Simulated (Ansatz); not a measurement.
# Si₂H₆ (singlet): the correlation ladder at distance Si1–H5 along a hydrogen transfer = 1.381 Å, cc-pVDZ

The task here is to estimate one member of a computed series from the others.

Computed with Ansatz 0.2.0, Gaussian basis. Level: cc-pVDZ, core rule «outside noble gas», up to 10 orbitals frozen.

To be run: UHF; CCSD(T) on RHF; CCSD(T) on UHF; BCCD(T) on RHF; CISD; CCSDT(Q) on RHF; CASSCF and NEVPT2, 2 electrons in 2 orbitals; CASSCF and NEVPT2, 8 electrons in 8 orbitals.

7 further runs of the same task are left out: 1 for a known fault of the program, 5 that didn't finish, 1 set aside as unsound or not needed.

### The system

The geometry derives from fragments relaxed apart (PBE0/def2-TZVP) and kept rigid, so it is no stationary point. A hydrogen atom is moved between rigid fragments.

8 atoms, charge 0, spin multiplicity 1.

Atoms are counted from 1 here; the program's logs count them from 0.

Bond lengths: Si1–H2 1.485 Å, Si1–H3 1.485 Å, Si1–H4 1.485 Å, Si1–H5 1.381 Å, Si6–H7 1.526 Å, Si6–H8 1.526 Å. Angles: H2–Si1–H3 109.5°, H2–Si1–H4 109.5°, H2–Si1–H5 109.5°, H3–Si1–H4 109.5°, H3–Si1–H5 109.5°, H4–Si1–H5 109.5°, H7–Si6–H8 91.2°.

Set-up of the first run:

Input file in.yaml:

```yaml
crystal:
  periodic: [false, false, false]
  atoms:
    - {symbol: Si, position_ang: [-1.856112, 0.028327, 0.000001]}
    - {symbol: H, position_ang: [-2.350984, 1.428035, 0.000001]}
    - {symbol: H, position_ang: [-2.350983, -0.671527, 1.212184]}
    - {symbol: H, position_ang: [-2.350984, -0.671527, -1.212182]}
    - {symbol: H, position_ang: [-0.475112, 0.028327, 0.000000]}
    - {symbol: Si, position_ang: [1.942888, 0.028327, -0.000001]}
    - {symbol: H, position_ang: [2.555068, -0.845957, 1.090012]}
    - {symbol: H, position_ang: [2.555068, -0.845957, -1.090013]}
basis:
  gaussian: {orbitals: cc-pVDZ}
magnetization: {spin_polarized: true, initial_magnetization: 0}
hamiltonian: {xc: hf}
output: {orbitals: {seedname: orbitals}}
```

The run is started by

```console
$ ansatz run in.yaml --threads 1 --pin off --events-out ev --progress --plain --max-ram 2393MiB
```

Steps of the session up to this table: UHF; CCSD(T) on RHF; CCSD(T) on UHF; BCCD(T) on RHF; CISD; CCSDT(Q) on RHF; CASSCF and NEVPT2, 2 electrons in 2 orbitals; CASSCF and NEVPT2, 8 electrons in 8 orbitals.

One table of the session follows, with a row left open; its other results are not shown here.

| method | from RCCSDT(Q) (meV) |
| --- | --- |
| RHF | +7454.0 |
| UHF | +7399.3 |
| RMP2 | +1765.6 |
| CISD | +949.8 |
| RCCSD | +181.0 |
| RCCSD(T) | ? |
| BCCD(T) | +38.5 |
| RCCSDT | +5.1 |
| RCCSDT(Q) | 0 |
| CASSCF pair | +6950.9 |
| NEVPT2 pair | +1707.6 |
| CASSCF frontier | +5778.5 |
| NEVPT2 frontier | +1586.0 |

Estimate the missing values for RCCSD(T).

**Answer.** from RCCSDT(Q) (meV): +38.9. In the column «from RCCSDT(Q) (meV)» it lies between BCCD(T) (+38.5) and RCCSD (+181.0).

Not comparable, so not listed: CCSD(T) on UHF (they don't share determinant, frozen orbitals or solution with the rows shown, or repeat one).

Caveats from the session: Warnings: restricted reference is unstable; spin contamination.
